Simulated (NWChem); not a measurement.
System: Cl cation, triplet

Output (shortened):

```
             Northwest Computational Chemistry Package (NWChem) 7.3.0
             --------------------------------------------------------

                             Geometry "geometry" -> ""
                             -------------------------

 Output coordinates in angstroms (scale by  1.889725989 to convert to a.u.)

  No.       Tag          Charge          X              Y              Z
 ---- ---------------- ---------- -------------- -------------- --------------
    1 Cl                  17.0000     0.00000000     0.00000000     0.00000000

 Effective nuclear repulsion energy (a.u.)       0.0000000000

                                 NWChem DFT Module
                                 -----------------

 Summary of "ao basis" -> "ao basis" (spherical)
 ------------------------------------------------------------------------------
       Tag                 Description            Shells   Functions and Types
 ---------------- ------------------------------  ------  ---------------------
 Cl                         6-311g**                12       26   6s5p1d

            General Information
            -------------------
          SCF calculation type: DFT
          Wavefunction type:  spin polarized.
          No. of atoms     :     1
          No. of electrons :    16
           Alpha electrons :     9
            Beta electrons :     7
          Charge           :     1
          Spin multiplicity:     3
          Use of symmetry is: off; symmetry adaption is: off
          Maximum number of iterations: 150
          AO basis - number of functions:    26
                     number of shells:    12
          Convergence on energy requested:  1.00D-06
          Convergence on density requested:  1.00D-05
          Convergence on gradient requested:  5.00D-04

              XC Information
              --------------
                         PBE0 Method XC Functional
                     Hartree-Fock (Exact) Exchange  0.250
          PerdewBurkeErnzerhof Exchange Functional  0.750
            Perdew 1991 LDA Correlation Functional  1.000 local
           PerdewBurkeErnz. Correlation Functional  1.000 non-local

             Grid Information
             ----------------
          Grid used for XC integration:  medium
          Radial quadrature: Mura-Knowles
          Angular quadrature: Lebedev.
          Tag              B.-S. Rad. Rad. Pts. Rad. Cut. Ang. Pts.
          ---              ---------- --------- --------- ---------
          Cl                  1.00       88           5.0       590
          Grid pruning is: on
          Number of quadrature shells:    88
          Spatial weights used:  Erf1

      Superposition of Atomic Density Guess
      -------------------------------------

 Sum of atomic energies:        -459.47685681

 Renormalizing density from      17.00 to     16

      Non-variational initial energy
      ------------------------------

 Total energy =    -441.973976
 1-e energy   =    -597.465792
 2-e energy   =     155.491816
 HOMO         =      -1.027201
 LUMO         =      -1.027201

     ---------------------------------------------
      Total Density - Mulliken Population Analysis
     ---------------------------------------------

    Atom       Charge   Shell Charges
 -----------   ------   -------------------------------------------------------
    1 Cl  17    16.00   0.78  1.18  0.99  1.00  1.34  0.70  7.54 -1.55  1.16  2.37  0.48  0.00

     --------------------------------------------
      Spin Density - Mulliken Population Analysis
     --------------------------------------------

    Atom       Charge   Shell Charges
 -----------   ------   -------------------------------------------------------
    1 Cl  17     2.00   0.00  0.00  0.00  0.00  0.00  0.00  0.09 -0.07  0.56  1.18  0.24  0.00

   convergence    iter        energy       DeltaE   RMS-Dens  Diis-err
 ---------------- ----- ----------------- --------- --------- ---------
 d= 0,ls=0.0,diis     1   -459.4032780089 -4.59D+02  2.00D-02  1.13D+00
                                                     1.83D-02  1.17D+00
 d= 0,ls=0.0,diis     2   -459.5008346435 -9.76D-02  6.72D-03  1.04D-01
                                                     6.05D-03  9.55D-02
 d= 0,ls=0.0,diis     3   -459.5170855446 -1.63D-02  8.07D-04  7.76D-04
                                                     8.33D-04  6.22D-04
 d= 0,ls=0.0,diis     4   -459.5173122785 -2.27D-04  6.86D-05  4.85D-06
                                                     5.04D-05  3.26D-06
 d= 0,ls=0.0,diis     5   -459.5173140123 -1.73D-06  4.49D-06  1.44D-08
                                                     5.09D-06  1.66D-08
 d= 0,ls=0.0,diis     6   -459.5173140235 -1.12D-08  2.46D-07  2.63D-11
                                                     2.05D-07  2.75D-11

         Total DFT energy =     -459.517314023537
      One electron energy =     -627.318393388227
           Coulomb energy =      195.509149174347
    Exchange-Corr. energy =      -27.708069809656
 Nuclear repulsion energy =        0.000000000000

 Numeric. integr. density =       15.999999983545

                    DFT Final Alpha Molecular Orbital Analysis
                    ------------------------------------------

 Vector    7  Occ=1.000000D+00  E=-8.318283D-01
              MO Center= -1.7D-14, -5.9D-14, -9.4D-14, r^2= 9.4D-01
   Bfn.  Coefficient  Atom+Function         Bfn.  Coefficient  Atom+Function
  ----- ------------  ---------------      ----- ------------  ---------------
    18      0.574141  1 Cl pz                17      0.351743  1 Cl py
     9     -0.330385  1 Cl pz                15      0.253032  1 Cl pz
     8     -0.202408  1 Cl py                21      0.160157  1 Cl pz
    14      0.155018  1 Cl py                20      0.098119  1 Cl py
    12     -0.081984  1 Cl pz                11     -0.050227  1 Cl py

[...]
```

Level: PBE0/6-311G** (spherical d), spin-unrestricted. The open p shell is one determinant without spherical averaging. No stability test was run on the SCF state.

Problem. Reconstruct the input file.

Solution. One answer among several that fit: the input that was run:
```
start job
memory heap 200 mb stack 700 mb global 900 mb
charge 1
geometry units angstroms noautoz
  Cl     0.000000     0.000000     0.000000
end
basis spherical
  * library 6-311g**
end
dft
  odft
  mult 3
  xc pbe0
  iterations 150
  mulliken
end
task dft energy
```
